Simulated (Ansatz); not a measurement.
**Counterpoise correction, worked out**

The pair of H₂S (SMILES S, atoms 1–3) and SiH₃F (SMILES [SiH3]F, atoms 4–8), both closed shells, in one local arrangement (a lower one may exist), relaxed at PBE0-D4/def2-TZVP:

```xyz
8
angstrom
S -0.5245 -0.2310 -2.3431
H 0.6518 -0.6911 -1.8903
H -0.0431 1.0130 -2.4865
Si -0.0583 -0.0061 1.3563
F 1.2794 -0.4638 0.5958
H 0.2604 0.0438 2.8041
H -1.1205 -1.0021 1.0943
H -0.4452 1.3372 0.8693
```

Program: Ansatz 0.2.0. Basis: def2-TZVPPD. Cores are frozen in the correlated methods.

CCSD(T) total energies in eV:

| system | geometry | basis functions | energy |
| --- | --- | --- | --- |
| pair | pair | all | -21485.75103 |
| H₂S | as in the pair | all (partner as ghosts) | -10855.54052 |
| SiH₃F | as in the pair | all (partner as ghosts) | -10630.14059 |
| H₂S | as in the pair | its own | -10855.52977 |
| SiH₃F | as in the pair | its own | -10630.13310 |
| H₂S | free (PBE0-D4 minimum) | its own | -10855.52981 |
| SiH₃F | free (PBE0-D4 minimum) | its own | -10630.13470 |

(1) Work out the interaction energy with and without the counterpoise correction, the superposition error, and the binding energy from the relaxed fragments.

No T1 diagnostic of these runs exceeds 0.012.

## Answers

(1) Without correction: -21485.75103 − (-10855.52977) − (-10630.13310) = -0.08816 eV.
With correction (each fragment in the whole basis): -21485.75103 − (-10855.54052) − (-10630.14059) = -0.06992 eV = -1.61 kcal/mol.
The superposition error is the difference, 0.01824 eV, 21 % of the uncorrected value: each fragment borrows its partner's functions.
Deformation from the free shapes: 0.00004 eV for H₂S and 0.00160 eV for SiH₃F.
Binding energy from relaxed fragments: -0.06992 + 0.00004 + 0.00160 = -0.06828 eV = -1.57 kcal/mol (electronic, without zero-point energy; negative means bound). For comparison, the corrected interaction energy by CCSD(T) at an estimated basis limit (MP2 extrapolated from triple and quadruple zeta, plus CCSD(T) − MP2 in triple zeta) is -0.086 eV; triple zeta with the correction binds less.

For scale, one of the runs: CCSD(T)/def2-TZVPPD, 224 basis functions, launched by `ansatz run in.yaml --threads 4 --pin off --events-out ev --progress --plain --max-ram 9574MiB`. Hardware: 4 CPU threads of an Intel Xeon 6975P-C, shared host. Wall time 14 s; peak host memory 3.7 GiB.
